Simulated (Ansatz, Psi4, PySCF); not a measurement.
Gas-phase reaction in SMILES: C=C=C → C=C=C as triplet, charge 0 (to the triplet)

Wanted: adiabatic triplet-singlet gap, E(triplet) - E(singlet) (0 K, with zero-point energies), in eV. Terms: non-relativistic; UHF or UKS for open shells; 6-31G* and kin with 6d, 5d where marked; LANL2DZ all-electron up to Ne; dispersion terms only where a functional's name holds one; no spin-orbit coupling; 6-311+G** with 5d; frozen cores in correlated levels. Ab initio and DFT rows: single points at B3LYP-D3(BJ) geometries (Ansatz, an electronic-structure program), with unscaled harmonic terms from B3LYP/6-31G* at its own minima. A UHF reference is markedly spin-contaminated in at least one set, which strains HF and MP2. Levels can end on unlike triplets.

```csv
level,program,"adiabatic triplet-singlet gap, E(triplet) - E(singlet) (0 K, with zero-point energies) (eV)"
HF/6-31G*,Ansatz,1.17
PBE/STO-3G,Ansatz,2.24
BLYP/6-31G*,Ansatz,2.08
BP86/def2-SVP,PySCF,2.04
B3LYP/3-21G,Ansatz,2.11
B3LYP/LANL2DZ,Ansatz,2.00
B3LYP/6-31G,Ansatz,2.06
B3LYP/6-31G*,Ansatz,2.05
B3LYP/6-31+G*,Ansatz,2.02
B3LYP/6-311+G**,Ansatz,2.06
PBE0/6-31G*,Ansatz,1.97
wB97X-D/6-31G*,Psi4,2.09
wB97X-D/6-311+G**,Psi4,2.11
MP2/LANL2DZ,Ansatz,2.33
PBE/def2-TZVPD,Ansatz,2.07
```

No value to compare with is used here. The 14 habitual levels span 1.17 (HF/6-31G*) to 2.33 eV (MP2/LANL2DZ); PBE/def2-TZVPD gives 2.07.

The levels are drawn from those run, B3LYP/6-31G* more often than the rest, none by its result; runs whose electronic state is in doubt are left out.
